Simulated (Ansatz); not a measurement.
One arrangement of a pair

The pair of NH3 (SMILES N, atoms 1–4) and SiNH5 (SMILES [SiH3]N, atoms 5–11), both closed shells, in one local arrangement (a lower one may exist), relaxed at PBE0-D4/def2-TZVP:

```json
{"atom": "N1", "x (Å)": "0.0293", "y (Å)": "0.0193", "z (Å)": "-2.2258"}
{"atom": "H2", "x (Å)": "0.8467", "y (Å)": "0.0796", "z (Å)": "-2.8205"}
{"atom": "H3", "x (Å)": "-0.6371", "y (Å)": "-0.5870", "z (Å)": "-2.6882"}
{"atom": "H4", "x (Å)": "-0.3817", "y (Å)": "0.9446", "z (Å)": "-2.1893"}
{"atom": "Si5", "x (Å)": "-0.3436", "y (Å)": "0.2588", "z (Å)": "1.8410"}
{"atom": "N6", "x (Å)": "0.7534", "y (Å)": "-0.4825", "z (Å)": "0.7578"}
{"atom": "H7", "x (Å)": "0.3005", "y (Å)": "0.3997", "z (Å)": "3.1754"}
{"atom": "H8", "x (Å)": "-0.6818", "y (Å)": "1.6048", "z (Å)": "1.3022"}
{"atom": "H9", "x (Å)": "-1.6433", "y (Å)": "-0.4484", "z (Å)": "2.0711"}
{"atom": "H10", "x (Å)": "0.5550", "y (Å)": "-0.4431", "z (Å)": "-0.2402"}
{"atom": "H11", "x (Å)": "1.2026", "y (Å)": "-1.3458", "z (Å)": "1.0166"}
```

Ansatz 0.2.0; basis: def2-TZVPPD, with def2-QZVPPD for the basis limit; cores frozen in the correlated methods. B3LYP uses VWN-RPA correlation. Extrapolation: Hartree–Fock as exp(−7.88 √X), correlation as X^−2.97. Interaction energies count from these two fragments, frozen as in the pair, with the counterpoise correction; negative means bound.

Question: What is the interaction energy by CCSD(T) at an estimated basis limit (MP2 extrapolated from triple and quadruple zeta, plus CCSD(T) − MP2 in triple zeta)? (Judge from chemistry; the value comes from the calculation.)

Answer: Computed: -4.58 kcal/mol. Hartree–Fock alone gives -2.16 kcal/mol at the basis limit. It counts from the two fragments frozen as in the pair.

The same quantity by other methods in triple zeta, and each one's difference from that estimate:
```csv
method,E_int (kcal/mol),difference
PBE-D4,-5.38,-0.80
revPBE-D4,-4.76,-0.19
BLYP-D4,-4.76,-0.18
r2SCAN-D4,-4.81,-0.23
B97M-V,-4.79,-0.21
PBE0-D4,-5.15,-0.57
B3LYP-D4,-4.85,-0.27
HSE06-D4,-5.15,-0.57
wB97X-V,-4.48,0.10
wB97M-V,-4.53,0.05
B2PLYP,-3.92,0.66
HF,-2.16,2.42
MP2,-4.32,0.26
CCSD,-3.87,0.71
CCSD(T),-4.26,0.32
```
Differences are method less estimate.

Question: Which atoms make the shortest contact between the fragments?

Answer: N1 and H10, 2.11 Å apart.

Energy to bend the free fragments (PBE0-D4 minima) into their shapes in the pair, CCSD(T)/def2-TZVPPD: NH3 0.01 kcal/mol; SiNH5 0.26 kcal/mol. This must be added to the interaction energy to get the binding energy from relaxed fragments.

Basis-set superposition shift (counterpoise-corrected less uncorrected): CCSD(T) 0.50; MP2 0.51; HF 0.09; PBE0-D4 0.13; wB97M-V 0.16 kcal/mol.

T1 diagnostic: at most 0.010.

For scale, one of the runs: CCSD(T)/def2-TZVPPD, 258 basis functions, launched by `ansatz run in.yaml --threads 4 --pin off --events-out ev --progress --plain --max-ram 9574MiB`. Hardware: 4 CPU threads of an Arm Neoverse V2, shared host. Wall time 74 s; peak host memory 5.8 GiB.
